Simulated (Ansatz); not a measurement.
A geometry relaxed with Ansatz (a first-principles code) with PBE-D3(BJ)/def2-TZVP, charge 0, multiplicity 2:

```xyz
4

H     -1.1540    -0.8371    -0.1058
Si     0.0021     0.0001     0.3400
H      1.3008    -0.5803    -0.1212
H     -0.1489     1.4173    -0.1130
```

Question: Write the SMILES of this molecule.

Answer: `[SiH3]`
